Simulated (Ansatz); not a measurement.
# Molecular dynamics of BClFH3

Input file:

```yaml
crystal:
  periodic: [false, false, false]
  atoms:
    - { symbol: B, position_ang: [0.096035, 0.281828, -0.006781] }
    - { symbol: F, position_ang: [0.117512, -0.118033, 1.584615] }
    - { symbol: Cl, position_ang: [1.578526, -0.244172, -0.81475] }
    - { symbol: H, position_ang: [-0.97836, 0.016716, -0.466117] }
    - { symbol: H, position_ang: [0.167356, 1.546985, 0.355198] }
    - { symbol: H, position_ang: [0.16743, 0.980276, 1.277035] }
basis:
  gaussian: { orbitals: def2-SVP }
hamiltonian:
  xc: r2scan
md:
  timestep: 0.5
  n_steps: 200
  ensemble: nve
  temperature: 300.0
  initial_velocities: maxwell_boltzmann
  seed: 6637
```

Run as:

```bash
$ ansatz run input.yaml --threads 1 --pin off --max-ram 2048MiB --backend cpu --events-out ev --progress --plain --runs-dir out
```

It starts at the highest image of a converged band. Of that band: Neighbouring images differ by up to 1.3 eV, so the band resolves the path poorly. A vibrational analysis at the climbing image gives one clearly imaginary mode, 1023i cm⁻¹: a first-order saddle point.

Output, in part (one step line in 4, the closing report, with atoms numbered from 0):

```
md step     0: t =     0.00 fs  T =   300.0 K  F+E_penalty+E_count = -15955.51556917 eV  E_kin = 0.155112 eV  conserved = -15955.36045717 eV  (24 SCF iters)
md step     4: t =     2.00 fs  T =   287.8 K  F+E_penalty+E_count = -15955.50914884 eV  E_kin = 0.148801 eV  conserved = -15955.36034801 eV  (29 SCF iters)
md step     8: t =     4.00 fs  T =   295.3 K  F+E_penalty+E_count = -15955.51289263 eV  E_kin = 0.152680 eV  conserved = -15955.36021261 eV  (29 SCF iters)
md step    12: t =     6.00 fs  T =   401.6 K  F+E_penalty+E_count = -15955.56768014 eV  E_kin = 0.207626 eV  conserved = -15955.36005443 eV  (29 SCF iters)
md step    16: t =     8.00 fs  T =   695.8 K  F+E_penalty+E_count = -15955.71978284 eV  E_kin = 0.359747 eV  conserved = -15955.36003562 eV  (25 SCF iters)
md step    20: t =    10.00 fs  T =  1192.7 K  F+E_penalty+E_count = -15955.97682752 eV  E_kin = 0.616657 eV  conserved = -15955.36017102 eV  (31 SCF iters)
md step    24: t =    12.00 fs  T =  1847.7 K  F+E_penalty+E_count = -15956.31566496 eV  E_kin = 0.955314 eV  conserved = -15955.36035053 eV  (30 SCF iters)
md step    28: t =    14.00 fs  T =  2566.0 K  F+E_penalty+E_count = -15956.68776565 eV  E_kin = 1.326730 eV  conserved = -15955.36103610 eV  (29 SCF iters)
md step    32: t =    16.00 fs  T =  3112.7 K  F+E_penalty+E_count = -15956.97106040 eV  E_kin = 1.609371 eV  conserved = -15955.36168891 eV  (28 SCF iters)
md step    36: t =    18.00 fs  T =  3210.6 K  F+E_penalty+E_count = -15957.02221609 eV  E_kin = 1.660010 eV  conserved = -15955.36220627 eV  (27 SCF iters)
md step    40: t =    20.00 fs  T =  2793.7 K  F+E_penalty+E_count = -15956.80537133 eV  E_kin = 1.444434 eV  conserved = -15955.36093776 eV  (28 SCF iters)
md step    44: t =    22.00 fs  T =  2500.2 K  F+E_penalty+E_count = -15956.65204309 eV  E_kin = 1.292722 eV  conserved = -15955.35932062 eV  (28 SCF iters)
md step    48: t =    24.00 fs  T =  2940.6 K  F+E_penalty+E_count = -15956.88120787 eV  E_kin = 1.520383 eV  conserved = -15955.36082454 eV  (28 SCF iters)
md step    52: t =    26.00 fs  T =  3530.9 K  F+E_penalty+E_count = -15957.18791961 eV  E_kin = 1.825640 eV  conserved = -15955.36228001 eV  (28 SCF iters)
md step    56: t =    28.00 fs  T =  3573.3 K  F+E_penalty+E_count = -15957.20940775 eV  E_kin = 1.847533 eV  conserved = -15955.36187440 eV  (28 SCF iters)
md step    60: t =    30.00 fs  T =  3159.6 K  F+E_penalty+E_count = -15956.99412921 eV  E_kin = 1.633614 eV  conserved = -15955.36051489 eV  (29 SCF iters)
md step    64: t =    32.00 fs  T =  2778.1 K  F+E_penalty+E_count = -15956.79675782 eV  E_kin = 1.436380 eV  conserved = -15955.36037814 eV  (29 SCF iters)
md step    68: t =    34.00 fs  T =  2590.5 K  F+E_penalty+E_count = -15956.69954059 eV  E_kin = 1.339375 eV  conserved = -15955.36016528 eV  (29 SCF iters)
md step    72: t =    36.00 fs  T =  2680.8 K  F+E_penalty+E_count = -15956.74623494 eV  E_kin = 1.386072 eV  conserved = -15955.36016296 eV  (29 SCF iters)
md step    76: t =    38.00 fs  T =  3038.3 K  F+E_penalty+E_count = -15956.93160764 eV  E_kin = 1.570937 eV  conserved = -15955.36067030 eV  (28 SCF iters)
md step    80: t =    40.00 fs  T =  3389.7 K  F+E_penalty+E_count = -15957.11403868 eV  E_kin = 1.752620 eV  conserved = -15955.36141831 eV  (27 SCF iters)
md step    84: t =    42.00 fs  T =  3486.5 K  F+E_penalty+E_count = -15957.16380227 eV  E_kin = 1.802661 eV  conserved = -15955.36114164 eV  (28 SCF iters)
md step    88: t =    44.00 fs  T =  3392.3 K  F+E_penalty+E_count = -15957.11559428 eV  E_kin = 1.753967 eV  conserved = -15955.36162746 eV  (28 SCF iters)
md step    92: t =    46.00 fs  T =  3015.3 K  F+E_penalty+E_count = -15956.92015814 eV  E_kin = 1.559026 eV  conserved = -15955.36113172 eV  (29 SCF iters)
md step    96: t =    48.00 fs  T =  2600.7 K  F+E_penalty+E_count = -15956.70439209 eV  E_kin = 1.344684 eV  conserved = -15955.35970785 eV  (29 SCF iters)
md step   100: t =    50.00 fs  T =  2790.7 K  F+E_penalty+E_count = -15956.80306020 eV  E_kin = 1.442926 eV  conserved = -15955.36013424 eV  (29 SCF iters)
md step   104: t =    52.00 fs  T =  3352.6 K  F+E_penalty+E_count = -15957.09580881 eV  E_kin = 1.733420 eV  conserved = -15955.36238868 eV  (28 SCF iters)
md step   108: t =    54.00 fs  T =  3401.5 K  F+E_penalty+E_count = -15957.12017220 eV  E_kin = 1.758696 eV  conserved = -15955.36147659 eV  (28 SCF iters)
md step   112: t =    56.00 fs  T =  3162.7 K  F+E_penalty+E_count = -15956.99578556 eV  E_kin = 1.635217 eV  conserved = -15955.36056897 eV  (28 SCF iters)
md step   116: t =    58.00 fs  T =  3023.4 K  F+E_penalty+E_count = -15956.92409140 eV  E_kin = 1.563212 eV  conserved = -15955.36087968 eV  (29 SCF iters)
md step   120: t =    60.00 fs  T =  2872.0 K  F+E_penalty+E_count = -15956.84605872 eV  E_kin = 1.484933 eV  conserved = -15955.36112546 eV  (29 SCF iters)
md step   124: t =    62.00 fs  T =  2728.6 K  F+E_penalty+E_count = -15956.77034687 eV  E_kin = 1.410792 eV  conserved = -15955.35955533 eV  (29 SCF iters)
md step   128: t =    64.00 fs  T =  3062.1 K  F+E_penalty+E_count = -15956.94463982 eV  E_kin = 1.583246 eV  conserved = -15955.36139432 eV  (28 SCF iters)
md step   132: t =    66.00 fs  T =  3296.2 K  F+E_penalty+E_count = -15957.06577518 eV  E_kin = 1.704245 eV  conserved = -15955.36153066 eV  (28 SCF iters)
md step   136: t =    68.00 fs  T =  3269.5 K  F+E_penalty+E_count = -15957.05127806 eV  E_kin = 1.690446 eV  conserved = -15955.36083201 eV  (28 SCF iters)
md step   140: t =    70.00 fs  T =  3218.1 K  F+E_penalty+E_count = -15957.02537291 eV  E_kin = 1.663893 eV  conserved = -15955.36148034 eV  (28 SCF iters)
md step   144: t =    72.00 fs  T =  2992.7 K  F+E_penalty+E_count = -15956.90907865 eV  E_kin = 1.547333 eV  conserved = -15955.36174550 eV  (25 SCF iters)
md step   148: t =    74.00 fs  T =  2590.8 K  F+E_penalty+E_count = -15956.69930873 eV  E_kin = 1.339523 eV  conserved = -15955.35978543 eV  (27 SCF iters)
md step   152: t =    76.00 fs  T =  2882.9 K  F+E_penalty+E_count = -15956.85083366 eV  E_kin = 1.490581 eV  conserved = -15955.36025284 eV  (29 SCF iters)
md step   156: t =    78.00 fs  T =  3564.6 K  F+E_penalty+E_count = -15957.20634754 eV  E_kin = 1.843039 eV  conserved = -15955.36330833 eV  (28 SCF iters)
md step   160: t =    80.00 fs  T =  3461.4 K  F+E_penalty+E_count = -15957.15100656 eV  E_kin = 1.789698 eV  conserved = -15955.36130852 eV  (28 SCF iters)
md step   164: t =    82.00 fs  T =  3171.3 K  F+E_penalty+E_count = -15957.00020387 eV  E_kin = 1.639701 eV  conserved = -15955.36050313 eV  (28 SCF iters)
md step   168: t =    84.00 fs  T =  3090.5 K  F+E_penalty+E_count = -15956.95892241 eV  E_kin = 1.597927 eV  conserved = -15955.36099560 eV  (29 SCF iters)
md step   172: t =    86.00 fs  T =  2925.1 K  F+E_penalty+E_count = -15956.87477883 eV  E_kin = 1.512401 eV  conserved = -15955.36237735 eV  (28 SCF iters)
md step   176: t =    88.00 fs  T =  2494.5 K  F+E_penalty+E_count = -15956.64837643 eV  E_kin = 1.289760 eV  conserved = -15955.35861667 eV  (28 SCF iters)
md step   180: t =    90.00 fs  T =  2922.9 K  F+E_penalty+E_count = -15956.87326512 eV  E_kin = 1.511258 eV  conserved = -15955.36200693 eV  (24 SCF iters)
md step   184: t =    92.00 fs  T =  3233.0 K  F+E_penalty+E_count = -15957.03330120 eV  E_kin = 1.671570 eV  conserved = -15955.36173142 eV  (28 SCF iters)
md step   188: t =    94.00 fs  T =  3192.8 K  F+E_penalty+E_count = -15957.01150043 eV  E_kin = 1.650787 eV  conserved = -15955.36071374 eV  (29 SCF iters)
md step   192: t =    96.00 fs  T =  3240.8 K  F+E_penalty+E_count = -15957.03675693 eV  E_kin = 1.675623 eV  conserved = -15955.36113391 eV  (28 SCF iters)
md step   196: t =    98.00 fs  T =  3243.7 K  F+E_penalty+E_count = -15957.03938149 eV  E_kin = 1.677146 eV  conserved = -15955.36223553 eV  (28 SCF iters)
md step   200: t =   100.00 fs  T =  2816.0 K  F+E_penalty+E_count = -15956.81683225 eV  E_kin = 1.455964 eV  conserved = -15955.36086843 eV  (23 SCF iters)
Total energy: -15956.81684390 eV, -586.4022030943 hartree
Atom 0 at     0.004943    -0.382997     0.345444 Å, force     3.020706     1.432442    -5.244954 eV/Å
Atom 1 at     0.102894    -0.770929     1.493584 Å, force     0.453733    -1.737050     5.106489 eV/Å
Atom 2 at     1.515371    -0.183882    -0.727016 Å, force    -0.957275    -0.261370     1.069244 eV/Å
Atom 3 at    -0.910623    -0.098344    -0.218552 Å, force    -2.517173     0.565981    -0.930746 eV/Å
Atom 4 at     1.832511    10.305227    -2.066723 Å, force    -0.011004     0.094236    -0.053411 eV/Å
Atom 5 at     1.908028     9.652022    -1.695710 Å, force     0.011013    -0.094239     0.053377 eV/Å
Dipole moment:    -0.259493    -0.020353     0.139460 e Å
```

The run went to its last step. The conserved energy stayed within 0.48 meV per atom of its start (net change -0.068 meV per atom), so the integration is sound. The kinetic energy rose, since the run started high on the potential surface and went downhill. It ends in pieces (BClFH + H2), so much of that is their flight and rotation, not heat. A run of 0.1 ps of so small a system gives no equilibrium averages. The orbitals stay closed-shell, which can raise the energy where a bond breaks towards radicals; this wasn't checked here.

Between its relaxed ends the band would form B1–H5, F2–H6 and break B1–F2, H5–H6. These pairs go: B1–H5 1.32 → 11.11 Å, F2–H6 1.14 → 11.05 Å, B1–F2 1.64 → 1.22 Å, H5–H6 1.08 → 0.75 Å. In the last frame they stand as before the step (other bonds may differ from the relaxed reactants and products). It ends as BClFH + H2. Pairs count as bonded within 1.25 times the sum of covalent radii (0.12 Å more for H–H).

Last frame:

```xyz
6
Properties=species:S:1:pos:R:3
B 0.005 -0.383 0.345
F 0.103 -0.771 1.494
Cl 1.515 -0.184 -0.727
H -0.911 -0.098 -0.219
H 1.833 10.305 -2.067
H 1.908 9.652 -1.696
```

The run took 7.2 min on 1 thread of Arm Neoverse V1, on a shared host, peak memory 0.1 GiB.
